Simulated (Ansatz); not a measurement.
# B2H (quartet): wave-function methods side by side at angle B2–B1–H3 = 69.0°, 6-31G

Aim: climb from Hartree-Fock through coupled cluster and multireference methods for B2H (quartet) at one geometry and basis, and see what each rung misses.

The runs use Ansatz 0.2.0, Gaussian basis; 6-31G, core rule «outside noble gas», up to 2 orbitals frozen.

The runs, in order: UHF; CCSD(T) on ROHF; CCSD(T) on UHF; BCCD(T) on ROHF; CISD; CCSDT(Q) on ROHF; CCSDT(Q) on UHF; CCSDTQ on ROHF; CCSDTQ on UHF; CASSCF and MRCISD+Q, 5 electrons in 5 orbitals; CASSCF and NEVPT2, 5 electrons in 5 orbitals; CASSCF and MRCISD+Q, 7 electrons in 9 orbitals; CASSCF and NEVPT2, 7 electrons in 9 orbitals; Full CI.

9 further runs of the same task are left out: 1 for a mislabelled method, 6 that didn't finish, 2 set aside as unsound or not needed.

### Step 1. The system

The geometry derives from a PBE0/def2-TZVP stationary point (not a proven minimum). One angle is set to the value named; bond lengths are kept.

3 atoms, charge 0, spin multiplicity 4.

Atoms are counted from 1 here; the program's logs count them from 0.

Bond lengths: B1–B2 1.520 Å, B1–H3 1.178 Å. Angles: B2–B1–H3 69.0°.

### Step 2. UHF

Input file in.yaml:

```yaml
crystal:
  periodic: [false, false, false]
  atoms:
    - {symbol: B, position_ang: [-0.641856, 0.000000, 0.381687]}
    - {symbol: B, position_ang: [0.611167, 0.000000, -0.479493]}
    - {symbol: H, position_ang: [0.329168, 0.000000, 1.049053]}
basis:
  gaussian: {orbitals: 6-31G}
magnetization: {spin_polarized: true, initial_magnetization: 3}
hamiltonian: {xc: hf}
output: {orbitals: {seedname: orbitals}}
```

On the command line:

```bash
$ ansatz run in.yaml --threads 1 --pin off --events-out ev --progress --plain --max-ram 2393MiB
```

After this run come: CCSD(T) on ROHF; CCSD(T) on UHF; BCCD(T) on ROHF; CISD; CCSDT(Q) on ROHF; CCSDT(Q) on UHF; CCSDTQ on ROHF; CCSDTQ on UHF; CASSCF and MRCISD+Q, 5 electrons in 5 orbitals; CASSCF and NEVPT2, 5 electrons in 5 orbitals; CASSCF and MRCISD+Q, 7 electrons in 9 orbitals; CASSCF and NEVPT2, 7 electrons in 9 orbitals; Full CI.

Before running them: what should the planned runs give, taken together? Wanted: FCI below the RHF energy; RMP2 from FCI; UMP2 from FCI; RCCSD from FCI; RCCSD(T) from FCI; UCCSD(T) from FCI; RCCSDT(Q) from FCI; UCCSDT(Q) from FCI; NEVPT2 pair from FCI.

As calculated:

```
                         quantity                                                                                                                  value
         FCI below the RHF energy                                                                                                             -2.6243 eV
                    RMP2 from FCI                                                                                                             +719.4 meV
                    UMP2 from FCI                                                                                                             +690.0 meV
                   RCCSD from FCI                                                                                                             +109.9 meV
                RCCSD(T) from FCI                                                                                                              +29.3 meV
                UCCSD(T) from FCI                                                                                                              +29.2 meV
               RCCSDT(Q) from FCI                                                                                                               +1.2 meV
               UCCSDT(Q) from FCI                                                                                                               +0.7 meV
             NEVPT2 pair from FCI                                                                                                             +629.2 meV
           MRCISD+Q pair from FCI                                                                                                              +54.4 meV
          NEVPT2 valence from FCI                                                                                                             +206.3 meV
levels within 1 kcal/mol (43 meV)  RCCSD(T), UCCSD(T), BCCD(T), RCCSDT, UCCSDT, RCCSDT(Q), UCCSDT(Q), RCCSDTQ, UCCSDTQ, MRCISD valence, MRCISD+Q valence
                    T1 diagnostic                                                                                                                  0.036
   effectively unpaired electrons                                                                                                                   3.04
```

What this shows: RCCSD(T) lands +29.3 meV from the yardstick (1.1 % of the correlation energy). One determinant dominates. Of the multireference levels listed MRCISD+Q valence comes nearest in total energy (+7.2 meV), which doesn't show that its space is the better one. These misses are within one basis, not against nature; the frozen cores of restricted and unrestricted runs differ, which can shift their rows.
